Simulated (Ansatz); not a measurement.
What a trial cell of Au relaxes into

These are results of DFT PBEsol, scalar-relativistic, plane waves, PAW (Ansatz 0.2.0), not measurements. Cutoff 420 eV, Γ-centred k mesh, Gaussian smearing, no spin polarisation in the final step.

This is the end of a relaxation of cell and atoms.

```xyz
2
Lattice="-2.6259 2.6259 1.3500 2.6259 -2.6259 1.3500 2.6259 2.6259 -1.3500" Properties=species:S:1:pos:R:3 pbc="T T T"
Au    0.0000    0.0000    0.0000
Au    0.0000    2.6259    0.6750
```

Energies count from the standard state of Au at the same level.

Problem. What space group does it have?

Solution. I4_1/amd (No. 141). Conventional cell: a = 5.252 Å, c = 2.700 Å. Au has 6 Au at 2.70–2.71 Å.

Problem. How far above the standard state of Au does it lie?

Solution. 0.20 eV/atom.

Problem. Is it a metal?

Solution. Yes, bands cross the Fermi level on the 22×22×22 mesh.

The final run used a 22×22×22 mesh on its 2-atom cell and 0.10 eV smearing. For metals, differences of a few meV/atom aren't resolved. Spin–orbit coupling is left out. The cell came from a trial start, so Au may not exist in this structure.